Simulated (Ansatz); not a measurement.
in.yaml

```yaml
crystal:
  periodic: [false, false, false]
  atoms:
    - {symbol: C, position_ang: [0.000000, 0.000000, 0.135026]}
    - {symbol: P, position_ang: [0.000000, 0.000000, -1.221085]}
    - {symbol: H, position_ang: [0.000000, 0.000000, 1.086059]}
basis:
  gaussian: {orbitals: 6-31G}
magnetization: {spin_polarized: true, initial_magnetization: 0}
hamiltonian: {xc: {name: B3LYP}}
correlation: {method: ccsdt_q, electrons: outside_noble_gas}
scf: {lower_state_search: off}
```

```sh
$ ansatz run in.yaml --threads 1 --pin off --events-out ev --progress --plain --max-ram 2393MiB
```

Output:

```
these checks for a lower state are left out or cut short: stability, starts, cluster_reference, orbital_swaps, neighbouring_geometries, increment
497 factors; integrals over basis functions are off by at most 4.0e-8 eV
mean field evaluation 1: about -10329.7486 eV, gradient 3.9e1 eV
mean field evaluation 2: about -10329.8354 eV, gradient 3.8e1 eV
mean field evaluation 4: about -10336.2549 eV, gradient 1.1e1 eV
mean field evaluation 8: about -10337.0112 eV, gradient 9.8e-2 eV
mean field evaluation 16: about -10337.0113 eV, gradient 1.3e-7 eV
mean field -10337.01126224 eV, -379.8781572095 hartree, gradient 1.7e-7 eV, S^2 0.000000; 0 other end points of the search recorded, 0 dependent functions left out
6 core orbitals not correlated: weight in the atoms' cores, before any rotation towards them, 1.000 or more for the frozen orbitals, at most 0.000 for the correlated occupied ones
reference -10312.47136843 eV, -378.9763327458 hartree; 5, 5 occupied and 13, 13 virtual orbitals, 497 factors
second order -4.16705150 eV of doubles, -0.11311062 eV of singles
cycle   1  -4.13857290 eV  change    1.3e-1 eV  update   7.2e-2
cycle   2  -4.37761530 eV  change   -2.4e-1 eV  update   3.1e-2
cycle   3  -4.49345012 eV  change   -1.2e-1 eV  update   1.4e-2
cycle   4  -4.49534547 eV  change   -1.9e-3 eV  update   4.7e-3
cycle   5  -4.49234648 eV  change    3.0e-3 eV  update   2.2e-3
cycle   6  -4.49292417 eV  change   -5.8e-4 eV  update   3.8e-4
cycle   7  -4.49298803 eV  change   -6.4e-5 eV  update   1.0e-4
cycle   8  -4.49293929 eV  change    4.9e-5 eV  update   3.5e-5
cycle   9  -4.49292705 eV  change    1.2e-5 eV  update   1.1e-5
cycle  10  -4.49292692 eV  change    1.3e-7 eV  update   3.2e-6
cycle  11  -4.49292859 eV  change   -1.7e-6 eV  update   1.0e-6
cycle  12  -4.49292851 eV  change    8.1e-8 eV  update   2.7e-7
perturbative correction -0.02671397 eV, -0.0009817204 hartree
Total energy: -10316.99101091 eV, -379.1424265433 hartree
Checks for a lower state left out: stability, starts, cluster_reference, orbital_swaps, neighbouring_geometries, increment
```

Ran on 1 thread of Arm Neoverse V1, shared host: 3.9 s wall, 0.15 GiB peak host memory.
